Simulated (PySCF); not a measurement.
C₂H₆, SMILES CC. Atoms are numbered in the order given.

```xyz
8

C      0.0000     0.0000    -0.7634
C      0.0000     0.0000     0.7634
H     -0.8824    -0.5094    -1.1597
H      0.8824    -0.5094    -1.1597
H      0.0000     1.0189    -1.1597
H     -0.8824     0.5094     1.1597
H      0.8824     0.5094     1.1597
H      0.0000    -1.0189     1.1597
```
Charge 0, spin multiplicity 1.

Coordinates come from a ωB97X-D3(BJ)/def2-TZVP optimisation.

The numbers are results of PySCF with PBE/def2-TZVPD, not measurements.

Isolated molecule, no solvent.

```json
{
 "total_energy": "-79.73112 hartree",
 "point_group": "D3d",
 "highest_occupied_level": "-8.14 eV",
 "lowest_empty_level": "-0.08 eV",
 "orbital_gap": "8.06 eV",
 "dipole_moment": "0.00 D",
 "quadrupole, principal values (traceless, Buckingham form, about the centre of nuclear charge)": "-0.75, 0.37, 0.37 D·Å",
 "mean_static_polarisability": "29.7 bohr³ (4.40 Å³)",
 "polarisability_principal_values": "28.2, 28.2, 32.6 bohr³"
}
```
